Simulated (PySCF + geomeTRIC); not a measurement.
These are BP86-D3(BJ)/def2-SVP run with PySCF + geomeTRIC values and carry that method's errors. fastk is a local helper that only speeds up exchange builds. No frequencies were computed at this level.

```python
import json, numpy as np
from pyscf import gto, dft
from fastk import lowrank_exchange
atoms = """
S      0.665243    -0.000003    -0.000002
H     -0.665243     0.000003     0.000002
"""
def scf(charge, spin, dm0=None):
    mol = gto.M(atom=atoms, basis='def2-svp', ecp={}, charge=charge, spin=spin, verbose=3, max_memory=3780)
    mf = dft.KS(mol, xc='bp86').density_fit(auxbasis="def2-universal-jkfit")
    mf.disp = 'd3bj'
    mf.grids.level = 3
    mf.conv_tol = 1e-8
    mf.max_cycle = 120
    mf.level_shift = 0.25
    mf.kernel(dm0)
    if not mf.converged:
        mf = mf.newton().run(mf.mo_coeff, mf.mo_occ).undo_soscf()
    return mf
mf = scf(0, 1)
lowrank_exchange(mf)  # same exchange matrices as the stock routine, built faster for response steps
mo, _, stable, _ = mf.stability(return_status=True)
if not stable:
    mf.kernel(mf.make_rdm1(mo, mf.mo_occ))
del mf.get_jk
from pyscf.geomopt.geometric_solver import kernel as optimize
path = []
done, mol = optimize(mf, maxsteps=120, assert_convergence=False, callback=lambda env: path.append((env["energy"], bool(env["g_scanner"].converged))))
res = dict(converged=bool(done and path[-1][1]), energy=path[-1][0], path=[e for e, c in path], xyz=mol.atom_coords(unit="Angstrom").tolist(), nao=mol.nao)
json.dump(res, open("result.json", "w"))
```

Output:

```
converged SCF energy = -398.654714098287  <S^2> = 0.75223424  2S+1 = 2.002233
<class 'pyscf.df.df_jk.DFUKS'> wavefunction is stable in the internal stability analysis
Geometry optimization cycle 1
converged SCF energy = -398.654714098502  <S^2> = 0.7522345  2S+1 = 2.0022333
cycle 1: E = -398.654714099  dE = -398.655  norm(grad) = 0.0270983
Geometry optimization cycle 2
converged SCF energy = -398.655361780327  <S^2> = 0.75227017  2S+1 = 2.0022689
cycle 2: E = -398.65536178  dE = -0.000647682  norm(grad) = 0.000230532
Geometry optimization cycle 3
converged SCF energy = -398.65536183396  <S^2> = 0.75226991  2S+1 = 2.0022686
cycle 3: E = -398.655361834  dE = -5.3633e-08  norm(grad) = 3.32916e-05
<class 'geometric.internal.Distance'> : 1
<class 'geometric.internal.TranslationX'> : 1
<class 'geometric.internal.TranslationY'> : 1
<class 'geometric.internal.TranslationZ'> : 1
<class 'geometric.internal.RotationA'> : 1
<class 'geometric.internal.RotationB'> : 1
<class 'geometric.internal.RotationC'> : 1
Step    0 : Gradient = 1.916e-02/1.916e-02 (rms/max) Energy = -398.6547140985
Step    1 : Displace = 1.864e-02/1.864e-02 (rms/max) Trust = 1.000e-01 (=) Grad = 1.630e-04/1.631e-04 (rms/max) E (change) = -398.6553617803 (-6.477e-04) Quality = 0.960
Step    2 : Displace = 1.572e-04/1.572e-04 (rms/max) Trust = 1.414e-01 (+) Grad = 2.354e-05/2.364e-05 (rms/max) E (change) = -398.6553618340 (-5.363e-08) Quality = 1.107
Converged! =D
```

Cost: about 7 core-seconds (a rough figure).
